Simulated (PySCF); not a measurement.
Molecule: SMILES O=[PH2]O, H₃O₂P.

Molfile (atoms numbered from 1):
```
H3O2P
     RDKit          3D

  6  5  0  0  0  0  0  0  0  0999 V2000
   -1.1889    1.3445   -0.3331 O   0  0  0  0  0  0  0  0  0  0  0  0
   -0.4069    0.1166   -0.0917 P   0  0  0  0  0  5  0  0  0  0  0  0
    1.1787    0.3780    0.1087 O   0  0  0  0  0  0  0  0  0  0  0  0
   -0.7650   -0.6422    1.0622 H   0  0  0  0  0  0  0  0  0  0  0  0
   -0.4509   -0.8705   -1.1212 H   0  0  0  0  0  0  0  0  0  0  0  0
    1.7024   -0.4185    0.2626 H   0  0  0  0  0  0  0  0  0  0  0  0
  1  2  2  0
  2  3  1  0
  2  4  1  0
  2  5  1  0
  3  6  1  0
M  END
```

Geometry PBE0-D3(BJ)/def2-SVP throughout; GIAO in PySCF, gas phase, one conformer, non-relativistic; equivalent atoms averaged; basis pcSseg-2.

For orientation, BLYP gives these shifts δ (against H2O, H3PO4, TMS at the same level): O1 157.8, O3 99.0, P2 -24.3, H4/H5 8.11, H6 2.06 ppm.

A run gave: O1 120.9, O3 83.1, P2 -18.3, H4/H5 7.13, H6 2.17 ppm (shifts δ (against H2O, H3PO4, TMS at the same level)).

**Question.** Which functional was used in that run?
A. KT2
B. mPW1PW91
C. OPBE
D. BHandHLYP

**Answer.** D. H4/H5 tells them apart best: BHandHLYP gives 7.13, OPBE gives 8.07, mPW1PW91 gives 7.59, KT2 gives 8.02 ppm.
